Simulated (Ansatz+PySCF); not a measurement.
## singlet H₃O(+): levels of theory in one basis

```xyz
4

O     0.0307    0.0196    0.0403
H     0.8961    0.0111   -0.2122
H    -0.4661    0.8628   -0.2170
H    -0.4427   -0.8088   -0.2387
```

Basis set: def2-SVP (spherical functions). Correlated methods keep 1 orbital frozen. Charge 1, multiplicity 1.

Computed with Ansatz (development build ahead of 0.2.0); each method stands on the lowest determinant of its kind that the runs found. NEVPT2 correlates all electrons. Active spaces start from the frontier orbitals, and the lowest solution found is given.

```csv
method,E − E(RHF) (eV),<S²> of the determinant
RHF,0.00,0.00
RHF-CCSD,-5.79,–
RHF-CCSD(T),-5.88,–
"CASSCF(8,7)",-2.30,–
"SC-NEVPT2(8,7)",-5.22,–
```

(1) What does RHF-MP2 give on the same scale?

(2) Is a single determinant a sound starting point here?

## Answers

(1) -5.49 eV.

(2) By this sign, yes. Unrestricted orbitals gain 0.00 eV and <S²> is 0.00 against 0.00 for a pure state. The CASSCF(8,7) natural occupations are 2.00, 1.98, 1.98, 1.98, 0.02, 0.02, 0.02.
